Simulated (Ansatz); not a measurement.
## Active spaces for C₄H₄, singlet

Computed with Ansatz's Gaussian-basis code (development build). Basis cc-pVDZ, nonrelativistic, 4 orbitals frozen in the corrections. State-specific CASSCF; RHF is the lowest restricted (open-shell) Hartree–Fock solution met. Solutions may break the symmetry of the shape. No proof that the lowest CASSCF solution was found.

Geometry:

```xyz
8

C     0.0000    0.7255    0.7255
C     0.0000   -0.7255    0.7255
C     0.0000   -0.7255   -0.7255
C     0.0000    0.7255   -0.7255
H     0.0000    1.4875    1.4875
H     0.0000   -1.4875    1.4875
H     0.0000   -1.4875   -1.4875
H     0.0000    1.4875   -1.4875
```

(1) What do CASSCF and its corrections give against RHF in CAS(4,4), and what are the occupations?

(2) How do single-reference totals in the same basis and frozen core stand against SC-NEVPT2 in CAS(4,4)?

(3) Roughly how much CPU time does a whole run from the default start take (median of such runs, summed over threads; nearly all runs on one pinned thread of a shared server, mostly Xeon at 2.3 to 2.6 GHz, by a development driver)?

## Answers

(1) CASSCF -2.923 eV, SC-NEVPT2 -15.463 eV; occupations 1.90, 1.00, 1.00, 0.10.

(2) CCSD(T) -1.177 eV, CCSDT -1.564 eV. Coupled cluster stands on the determinant that it favours, which can lie over the RHF solution above, and is in doubt where the occupations are far from 0, 1 and 2.

(3) CAS(4,4): about 4.4 s. Other jobs ran beside these, and the count of passes differs.
